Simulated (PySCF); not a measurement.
Consider `N=CC1CC1` (C4H7N). Coordinates in Å; atoms count from 1 in this order:
```
N     2.0329    0.3262    0.5902
C     1.4153   -0.4487   -0.2023
C    -0.0449   -0.5164   -0.4847
C    -1.0373   -0.2542    0.6237
C    -0.8748    0.7454   -0.4640
H     1.3809    0.9639    1.0652
H     2.0281   -1.1752   -0.7636
H    -0.3269   -1.2732   -1.2212
H    -1.9424   -0.8660    0.6489
H    -0.6199   -0.0220    1.6087
H    -1.6635    0.8451   -1.2138
H    -0.3437    1.6759   -0.2392
```

Level of theory: ωB97X-D3(BJ)/ma-def2-TZVP single points in PySCF, grid level 2; every species was optimised with PBE0-D3(BJ)/def2-SVP. The prefix ma- adds one diffuse s and one diffuse p function on all atoms but H. ωB97X-D3(BJ) is ωB97X-V with D3(BJ) in place of VV10. Thermal corrections: GFN2-xTB frequencies, unscaled, ideal gas at 298.15 K and 1 bar, quasi-RRHO entropy. These were taken at the GFN2-xTB minima.

(1) What are the vertical and the adiabatic ionisation energy for forming the radical cation?

(2) Where does the unpaired spin of the relaxed radical cation sit?

(3) What oxidation potential follows in acetonitrile (IEF-PCM), given that Fc+/Fc comes at 4.54 V absolute with this functional and basis?

(4) How far is −ε(HOMO) from the vertical value by ΔSCF?

Results:

(1) 10.02 eV vertical and 9.17 eV adiabatic, the latter with zero-point energy.

(2) N1 (imine nitrogen) 0.94, C2 (imine carbon) -0.09, C3 (methine carbon) 0.08 (intrinsic atomic orbital populations).

(3) In the gas phase ΔG of oxidation is 9.148 eV, and solvation is -26.4 kJ/mol for the parent and -255.2 kJ/mol for the product, so the absolute potential is 6.78 V, or 2.23 V against Fc+/Fc. Fc+/Fc in acetonitrile, 4.54 V, is ωB97X-D3(BJ)/ma-def2-TZVP on PBE0-D3(BJ)/def2-SVP structures with GFN2-xTB thermal terms. Benchmark calculations put it near 5.0 V in acetonitrile and DMSO, so it is about 0.5 V low, and the value against it can read up to that much too high. The solvent is electrostatics only, on gas-phase structures; the absolute scale refers to an electron at rest in vacuum.

(4) −ε(HOMO) = 10.13 eV, which is 0.11 eV above the ΔSCF value.

Differences come from unrounded values, so a last digit can differ from that of the printed terms.
